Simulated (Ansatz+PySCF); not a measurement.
The numbers below are computed, except where a source is named.
Several solutions for singlet H₂O

```yaml
atoms:
  - { symbol: O, position_ang: [0.0000, 0.0000, -0.2872] }
  - { symbol: H, position_ang: [0.0000, 1.8100, 1.1488] }
  - { symbol: H, position_ang: [0.0000, -1.8100, 1.1488] }
```

Basis set: 6-31G (spherical functions). Charge 0, multiplicity 1.

PBE0 (unrestricted) was run from several starts with Ansatz (development build ahead of 0.2.0) and PySCF 2.14.0.

| run | program | start | converged | energy (hartree) | <S²> |
| --- | --- | --- | --- | --- | --- |
| A | Ansatz | atomic start, no search | yes | -75.88391 | 0.00 |
| B | PySCF | program defaults | yes | -75.88391 | 0.00 |
| C | Ansatz | stability test followed | yes | -75.99425 | 1.79 |
| D | Ansatz | search for the lowest state | yes | -75.99425 | 1.79 |

(1) Which runs reached the lowest solution of this kind, and what is wrong with the others?

Answers

(1) C, D reached the lowest solution found. Converged but too high: A by 3.00 eV, B by 3.00 eV. Convergence only shows a stationary point, and even a stable one can lie too high; stability tests and further starts are what find lower ones. Caution: charge can spread falsely over distant fragments. Caution: the unrestricted determinant is a mixture of spin states.
